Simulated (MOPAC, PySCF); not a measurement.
Dissociation curve of NH, triplet.

Computed with: PM7, unrestricted, heats of formation (MOPAC); PM6, unrestricted, heats of formation (MOPAC); UHF/LANL2DZ = unrestricted Hartree-Fock/LANL2DZ run with PySCF; UCCSD(T) = CCSD(T) on UHF/cc-pVTZ, 1 core orbital frozen in PySCF 2.14.0.

Energies relative to the lowest point of each curve near equilibrium, in kcal/mol; the last columns give the difference from UCCSD(T):

```tsv
R / Å	PM7	PM6	UHF/LANL2DZ	UCCSD(T)	PM7 − UCCSD(T)	PM6 − UCCSD(T)	UHF/LANL2DZ − UCCSD(T)
0.83	8.3	10.1	32.4	30.6	-22.3	-20.5	1.8
0.89	2.9	3.9	14.0	13.4	-10.5	-9.5	0.7
0.93	0.9	1.5	6.8	6.5	-5.6	-5.0	0.2
0.98	0.0	0.1	1.7	1.7	-1.7	-1.6	0.0
1.00	0.1	0.0	0.7	0.7	-0.6	-0.7	0.0
1.04	0.9	0.5	0.0	0.0	0.9	0.5	0.0
1.08	2.6	1.9	0.7	0.6	2.0	1.3	0.1
1.09	3.2	2.4	1.1	1.0	2.2	1.4	0.1
1.15	7.3	6.2	4.4	4.1	3.2	2.1	0.3
1.20	11.7	10.4	8.3	7.9	3.8	2.6	0.4
1.28	20.1	18.8	15.3	15.1	5.1	3.7	0.3
1.42	37.2	35.9	26.3	29.1	8.1	6.9	-2.8
1.55	52.7	51.6	32.5	41.7	11.0	9.9	-9.3
1.73	68.2	67.2	36.3	56.4	11.8	10.8	-20.1
1.88	75.6	74.6	37.5	65.5	10.1	9.1	-28.0
2.09	80.8	79.8	38.0	73.3	7.5	6.5	-35.2
2.26	82.8	81.6	38.1	76.3	6.5	5.4	-38.2
2.54	84.3	82.9	38.1	78.2	6.1	4.7	-40.1
2.83	84.8	83.4	38.0	78.8	6.0	4.6	-40.8
3.15	85.0	83.6	38.0	79.0	6.0	4.6	-41.0
3.65	85.1	83.6	38.0	79.1	6.0	4.5	-41.1
4.15	85.1	83.7	38.1	79.1	6.0	4.5	-41.1
```

PM7 is furthest from UCCSD(T) at 0.83 (-22.3 kcal/mol, below); its mean absolute difference over the points is 6.5 kcal/mol.

PM6 is furthest from UCCSD(T) at 0.83 (-20.5 kcal/mol, below); its mean absolute difference over the points is 5.5 kcal/mol.

UHF/LANL2DZ is furthest from UCCSD(T) at 4.15 (-41.1 kcal/mol, below); its mean absolute difference over the points is 15.5 kcal/mol.

The unrestricted determinant behind UHF/LANL2DZ, UCCSD(T) is spin-contaminated at 1.42 to 4.15 Å (<S²> up to 3.0, against 2.00 for a pure triplet).
